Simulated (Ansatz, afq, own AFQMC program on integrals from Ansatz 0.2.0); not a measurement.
**Ga$_{2}$SiH, doublet: a scan with AFQMC**

```xyz
4

Ga    0.0000   -0.5215    2.5172
Si    0.0000   -0.2414    0.0000
Ga    0.0000   -0.5215   -2.5172
H     0.0000    1.2844    0.0001
```

All coordinates are scaled about the centre. Energies in kcal/mol count from this geometry (1.000) at the same level; the start stands on UHF, each point on the determinant named.

Basis cc-pVDZ. Noble-gas cores (and the filled d shells of Ga–Kr and In–Xe) are frozen. AFQMC by an in-house program on the Cholesky factors that Ansatz 0.2.0 writes for its CCSD(T) run. The CISD trial takes its coefficients from CCSD amplitudes. Released means that phaseless walkers are propagated on without the constraint, phases kept. Error bars are statistical, one sigma. No spin–orbit coupling.

Cautions, each for one point or more: an unrestricted solution with more broken spin lies lower; higher spins were not checked; inner d shell frozen; no relativity below Rb; no spin-orbit coupling; strong correlation; the ph-AFQMC/CISD walk drifts between its halves; unrestricted determinant slightly spin contaminated; unrestricted determinant spin contaminated; walk and cluster series may follow different spin states.

```json
{"scale of all distances": "0.870", "det.": "UHF", "T1": "0.036", "weight": "0.80", "⟨S²⟩": "0.88", "CCSD(T)": "29.4", "ph-AFQMC/CISD": "29.3 ± 0.6", "released AFQMC": "–", "CCSDT(Q)": "28.7", "B2PLYP": "26.0", "PBE0": "24.7"}
{"scale of all distances": "1.134", "det.": "UHF", "T1": "0.032", "weight": "0.80", "⟨S²⟩": "0.78", "CCSD(T)": "13.7", "ph-AFQMC/CISD": "13.6 ± 0.5", "released AFQMC": "14.5 ± 0.6*", "CCSDT(Q)": "13.2", "B2PLYP": "13.9", "PBE0": "15.3"}
{"scale of all distances": "1.524", "det.": "UHF¶", "T1": "0.074", "weight": "0.70", "⟨S²⟩": "2.19", "CCSD(T)": "101.2", "ph-AFQMC/CISD": "97.9 ± 0.8", "released AFQMC": "99.0 ± 1.4*", "CCSDT(Q)": "–", "B2PLYP": "104.0§", "PBE0": "105.6§"}
{"scale of all distances": "1.761", "det.": "UHF¶", "T1": "0.061", "weight": "0.72", "⟨S²⟩": "2.56", "CCSD(T)": "128.8", "ph-AFQMC/CISD": "127.3 ± 0.7", "released AFQMC": "127.6 ± 0.9*", "CCSDT(Q)": "–", "B2PLYP": "134.5§", "PBE0": "138.5§"}
```

Weight is that of the determinant in the CISD state; at the start T1 is 0.034 and the weight 0.80, and ⟨S²⟩ is 0.80. ¶ marks points with a poor determinant and no full CI, where no value is sure; they don't count among the departures. An asterisk marks released energies that aren't shown to be converged. Symmetry can't show for every point that it stays on the start's state. A dash marks a missing value, a released energy that hasn't settled or a functional that sits on another state. § marks a functional whose ⟨S²⟩ is too high by over 0.1. Largest departures from phaseless AFQMC with a CISD trial: CCSD(T) 0.1 kcal/mol at 1.134 (on UHF) (within the noise), CCSDT(Q) -0.6 kcal/mol at 0.870 (on UHF) (within the noise). The walk's constraint bias lies outside its error bars, so these are departures and not errors. The functionals aren't scored here. In this small basis the wave-function levels are far from their limit, so their gap to the functionals isn't the functionals' error. In total energy ph-AFQMC/CISD lies 47 ± 14 meV above CCSDT(Q) at the start, so its agreement along the curve rests in part on cancellation.

Some points may be missing: those where a free walk finds a much lower state, and past Zn most of those on another determinant than at the start.

CCSDT and higher add their correlation energy to the determinant of the CCSD(T) run, since their own runs factorise the integrals more tightly (a shift of under 2 meV).
